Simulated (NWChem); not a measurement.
**One shape, several levels: C2H4NP (SMILES CNC#P)**

Wanted: a comparison of 6 runs (HF/def2-SVP, HF/pcseg-1, PBE0/def2-SVP, B3LYP/pcseg-2, MP2/6-31G**, MP2/6-311+G**) of C2H4NP. 

Program for the calculation: NWChem 7.3.0.

## Step 1: Starting point

C2H4NP: 8 atoms, total charge 0, spin state singlet. SMILES: `CNC#P`. Geometry: relaxed at GFN2-xTB.

Bond lengths: C1–N2 1.446 Å, N2–C3 1.316 Å, C3–P4 1.560 Å, C1–H5 1.096 Å, C1–H6 1.091 Å, C1–H7 1.089 Å, N2–H8 1.012 Å. Angles: C1–N2–C3 121.4°, N2–C3–P4 176.4°, C1–N2–H8 115.8°, C3–N2–H8 117.6°, N2–C1–H5 112.2°, N2–C1–H6 109.3°, N2–C1–H7 108.8°, H5–C1–H6 108.8°, H5–C1–H7 108.6°, H6–C1–H7 109.1°.

## Step 2: Energy and forces at HF/def2-SVP (run 1)

File sp.nw:

```
start sp
title "C2H4NP"
memory total 2200 mb
geometry noautosym nocenter noautoz
 C    -0.333490    0.889630   -0.205690
 N    -0.294710   -0.438270    0.365690
 C     0.764800   -1.209090    0.238460
 P     2.067600   -2.063180    0.149730
 H    -0.704830    0.885940   -1.237000
 H    -0.982170    1.524040    0.400040
 H     0.673970    1.302180   -0.201210
 H    -1.191170   -0.891260    0.489990
end
basis spherical bse
 C library def2-SVP
 N library def2-SVP
 P library def2-SVP
 H library def2-SVP
end
scf
 thresh 1e-08
 maxiter 80
 noprint "final vectors analysis"
end
task scf gradient
```

On the command line:

```sh
$ nwchem sp.nw > sp.out
```

Log:

```text
[...]
  functions       =    80
[...]
  wavefunction    = RHF
[...]
         Total SCF energy =   -472.987303245319
      One-electron energy =   -920.220184277840
      Two-electron energy =    311.176481187638
 Nuclear repulsion energy =    136.056399844883
        Time for solution =      6.7s
[...]
                         RHF ENERGY GRADIENTS
    atom               coordinates                        gradient
                 x          y          z           x          y          z
   1 C      -0.630205   1.681157  -0.388698    0.001341  -0.004520   0.001219
   2 N      -0.556921  -0.828210   0.691054    0.010317   0.005030   0.004040
   3 C       1.445262  -2.284849   0.450624   -0.022405   0.015003  -0.003464
   4 P       3.907197  -3.898845   0.282949    0.020694  -0.012063   0.000232
   5 H      -1.331936   1.674184  -2.337591   -0.001044   0.000032  -0.001836
   6 H      -1.856032   2.880018   0.755966   -0.001010  -0.000500   0.001149
   7 H       1.273619   2.460763  -0.380232    0.001815  -0.000516  -0.000523
   8 H      -2.250985  -1.684237   0.925947   -0.009708  -0.002466  -0.000817
[...]
```

Run time: 9.3 s. Hardware: 1 thread of Intel Xeon 6975P-C (Granite Rapids), shared host; peak memory 0.099 GiB.

## Step 3: Energy and gradient at HF/pcseg-1 (run 2)

File job.xyz:

```xyz
8

C     -0.333490     0.889630    -0.205690
N     -0.294710    -0.438270     0.365690
C      0.764800    -1.209090     0.238460
P      2.067600    -2.063180     0.149730
H     -0.704830     0.885940    -1.237000
H     -0.982170     1.524040     0.400040
H      0.673970     1.302180    -0.201210
H     -1.191170    -0.891260     0.489990
```

File job.nw:

```
START job
memory 2200 mb

GEOMETRY units angstrom noautosym nocenter noautoz
 load job.xyz
END

BASIS "ao basis" spherical bse
 * library pcseg-1
END

SCF
 nopen 0
 rhf
 thresh 1e-08
 maxiter 80
 print medium
END

TASK scf gradient
```

On the command line:

```sh
$ nwchem job.nw > job.out
```

Log:

```text
[...]
  functions       =    80
[...]
  wavefunction    = RHF
[...]
         Total SCF energy =   -473.130688062161
      One-electron energy =   -920.346137746108
      Two-electron energy =    311.159049839063
 Nuclear repulsion energy =    136.056399844883
        Time for solution =      9.1s
[...]
                         RHF ENERGY GRADIENTS
    atom               coordinates                        gradient
                 x          y          z           x          y          z
   1 C      -0.630205   1.681157  -0.388698    0.001129  -0.010305   0.004311
   2 N      -0.556921  -0.828210   0.691054    0.009189   0.007479   0.003297
   3 C       1.445262  -2.284849   0.450624   -0.017888   0.012160  -0.003548
   4 P       3.907197  -3.898845   0.282949    0.019867  -0.011603   0.000274
   5 H      -1.331936   1.674184  -2.337591   -0.002391   0.000903  -0.005738
   6 H      -1.856032   2.880018   0.755966   -0.003448   0.002697   0.002747
   7 H       1.273619   2.460763  -0.380232    0.005281   0.001470  -0.000959
   8 H      -2.250985  -1.684237   0.925947   -0.011739  -0.002800  -0.000384
[...]
```

Wall time 12 s (1 thread of Intel Xeon 6975P-C (Granite Rapids), shared host); peak memory 0.1 GiB.

Run 3 isn't shown in full; the table further down has it.

## Step 4: Energy and forces at B3LYP/pcseg-2 (run 4)

File geom.xyz:

```xyz
8
C2H4NP
C     -0.333490     0.889630    -0.205690
N     -0.294710    -0.438270     0.365690
C      0.764800    -1.209090     0.238460
P      2.067600    -2.063180     0.149730
H     -0.704830     0.885940    -1.237000
H     -0.982170     1.524040     0.400040
H      0.673970     1.302180    -0.201210
H     -1.191170    -0.891260     0.489990
```

File run.py:

```python
from ase.io import read
from ase.calculators.nwchem import NWChem

molecule = read('geom.xyz')

calc = NWChem(
    label='geom',
    theory='dft',
    memory='2200 mb',
    basis='pcseg-2',
    basispar='spherical bse',
    dft={'xc': 'b3lyp', 'mult': '1', 'grid': 'fine', 'convergence': 'energy 1e-08', 'iterations': '100', 'mulliken': None},
)
molecule.calc = calc

forces = molecule.get_forces()
e = molecule.get_potential_energy()
print(f"E = {e:.6f} eV")
print("forces (eV/A):")
for s, f in zip(molecule.symbols, forces):
    print(f"{s:2s} {f[0]:10.5f} {f[1]:10.5f} {f[2]:10.5f}")
print("dipole (e A):", molecule.get_dipole_moment().round(4))
```

On the command line:

```sh
$ export ASE_NWCHEM_COMMAND="nwchem PREFIX.nwi > PREFIX.nwo"
$ python run.py
```

Log:

```text
E = -12918.963794 eV
forces (eV/A):
C    -0.09950    0.50378   -0.17535
N    -0.30997   -0.31738   -0.00381
C     0.38695   -0.26719    0.13282
P    -0.12166    0.02700   -0.04875
H     0.05399    0.00283    0.05872
H     0.04628    0.03224   -0.05111
H    -0.08222    0.00447    0.02479
H     0.12614    0.01424    0.06273
dipole (e A): [-0.5752  0.4109 -0.0604]
```

The calculator wrote geom.nwi:

```
title "geom"

permanent_dir geom

scratch_dir geom

start geom

geometry units angstrom nocenter noautosym noautoz
  C  -3.3349000000000001e-01 8.8963000000000003e-01 -2.0569000000000001e-01
  N  -2.9471000000000003e-01 -4.3826999999999999e-01 3.6569000000000002e-01
  C  7.6480000000000004e-01 -1.2090900000000000e+00 2.3846000000000001e-01
  P  2.0676000000000001e+00 -2.0631800000000000e+00 1.4973000000000000e-01
  H  -7.0482999999999996e-01 8.8593999999999995e-01 -1.2370000000000001e+00
  H  -9.8216999999999999e-01 1.5240400000000001e+00 4.0004000000000001e-01
  H  6.7396999999999996e-01 1.3021799999999999e+00 -2.0121000000000000e-01
  H  -1.1911700000000001e+00 -8.9126000000000005e-01 4.8998999999999998e-01
end

memory 2200 mb

basis spherical bse noprint
   * library pcseg-2
end

dft
  xc b3lyp
  mult 1
  grid fine
  convergence energy 1e-08
  iterations 100
  mulliken
end

task dft gradient
```

geom.nwo:

```text
Northwest Computational Chemistry Package (NWChem) 7.3.0
             --------------------------------------------------------

           Job information
           ---------------

    nwchem branch   = 7.3.0
    use scalapack   = T
    input           = geom.nwi
    prefix          = geom.
    data base       = geom/geom.db
    status          = startup
    nproc           =        1

           Memory information
           ------------------

    heap     =     72089598 doubles =      550.0 Mbytes
    stack    =     72089595 doubles =      550.0 Mbytes
    global   =    144179200 doubles =     1100.0 Mbytes (distinct from heap & stack)
    total    =    288358393 doubles =     2200.0 Mbytes
    verify   = yes
    hardfail = no

[... 107 lines left out ...]
  convergence criterion.
[... 41 lines left out ...]
          Spatial weights used:  Erf1
[... 76 lines left out ...]
         Total DFT energy =     -474.763166494339
[... 3 lines left out ...]
 Nuclear repulsion energy =      136.056399844883
[... 1330 lines left out ...]
          Convergence on gradient requested:  5.00D-04
[... 28 lines left out ...]
          total energy or number of iterations.
[... 26 lines left out ...]
                         DFT ENERGY GRADIENTS

    atom               coordinates                        gradient
                 x          y          z           x          y          z
   1 C      -0.630205   1.681157  -0.388698    0.001935  -0.009797   0.003410
   2 N      -0.556921  -0.828210   0.691054    0.006028   0.006172   0.000074
   3 C       1.445262  -2.284849   0.450624   -0.007525   0.005196  -0.002583
[... 4 lines of this table left out ...]
   8 H      -2.250985  -1.684237   0.925947   -0.002453  -0.000277  -0.001220

                 ----------------------------------------
                 |  Time  |  1-e(secs)   |  2-e(secs)   |
                 ----------------------------------------
                 |  CPU   |       0.02   |      19.67   |
                 ----------------------------------------
                 |  WALL  |       0.02   |      19.67   |
                 ----------------------------------------

 Task  times  cpu:       94.7s     wall:       94.7s
 Total times  cpu:       94.7s     wall:       94.7s
```

Wall time 96 s (1 thread of Intel Xeon 6975P-C (Granite Rapids), shared host); peak memory 0.15 GiB.

Run 5 isn't shown in full; the table further down has it.

## Step 5: Energy and gradient at MP2/6-311+G(d,p) (run 6)

File c2h4np.nw:

```
start c2h4np
title "C2H4NP"
memory 2200 mb
geometry noautosym nocenter noautoz
   C       -0.333490       0.889630      -0.205690
   N       -0.294710      -0.438270       0.365690
   C        0.764800      -1.209090       0.238460
   P        2.067600      -2.063180       0.149730
   H       -0.704830       0.885940      -1.237000
   H       -0.982170       1.524040       0.400040
   H        0.673970       1.302180      -0.201210
   H       -1.191170      -0.891260       0.489990
end
basis spherical bse
   * library 6-311+G**
end
scf
   thresh 1e-08
   maxiter 80
end
mp2
   freeze core 8
   tight
end
task mp2 gradient
```

On the command line:

```sh
$ nwchem c2h4np.nw > c2h4np.out
```

Log:

```text
[...]
  functions       =   120
[...]
  wavefunction    = RHF
[...]
         Total SCF energy =   -473.232586562022
      One-electron energy =   -920.441765448076
      Two-electron energy =    311.152779041171
 Nuclear repulsion energy =    136.056399844883
        Time for solution =     27.6s
[...]
          Total MP2 energy          -473.813721122597
[...]
                         mp2 ENERGY GRADIENTS
    atom               coordinates                        gradient
                 x          y          z           x          y          z
   1 C      -0.630205   1.681157  -0.388698    0.001781  -0.007341   0.005648
   2 N      -0.556921  -0.828210   0.691054    0.021096  -0.007053  -0.008396
   3 C       1.445262  -2.284849   0.450624   -0.012359   0.009310   0.001813
   4 P       3.907197  -3.898845   0.282949   -0.007681   0.005465   0.001414
   5 H      -1.331936   1.674184  -2.337591   -0.000730   0.000078   0.000997
   6 H      -1.856032   2.880018   0.755966    0.000224  -0.001327  -0.000606
   7 H       1.273619   2.460763  -0.380232   -0.001290  -0.000585  -0.000983
   8 H      -2.250985  -1.684237   0.925947   -0.001040   0.001454   0.000115
[...]
```

It took 65 s on 1 thread of Intel Xeon 6975P-C (Granite Rapids), shared host; peak memory 0.48 GiB.

## Step 6: The series

```csv
run,level,iteration cap,module,energy (Eh),dipole moment (D),largest force (eV/Å),wall time
1,HF/def2-SVP,80,scf,-472.987303,3.35,1.398,9.3 s
2,HF/pcseg-1,80,scf,-473.130688,3.41,1.183,12 s
3,PBE0/def2-SVP,100,dft,-474.176965,3.54,0.338,24 s
4,B3LYP/pcseg-2,100,dft,-474.763166,3.41,0.543,96 s
5,MP2/6-31G** (spherical functions),80,mp2,-473.728172,3.53,1.312,25 s
6,MP2/6-311+G**,80,mp2,-473.813721,3.17,1.223,65 s
```

## Step 7: Summary of results

```
                                                      quantity          value
                                           run 6: total energy  -473.81372 Eh
run 6: dipole moment (of the density that the program reports)         3.17 D
                    run 6: HOMO energy (Hartree–Fock orbitals)       -8.28 eV
                    run 6: LUMO energy (Hartree–Fock orbitals)        1.41 eV
                  run 6: HOMO–LUMO gap (Hartree–Fock orbitals)        9.69 eV
            run 6: correlation energy (8 core orbitals frozen)     -581.1 mEh
                               run 6: largest force on an atom     1.223 eV/Å
```

What this shows: The dipole moment (its size) runs from 3.17 D (MP2/6-311+G**) to 3.54 D (PBE0/def2-SVP). The two ends differ in method and basis. Totals of different functionals can't be ranked against each other. All runs together took 3.8 min, the longest 96 s.
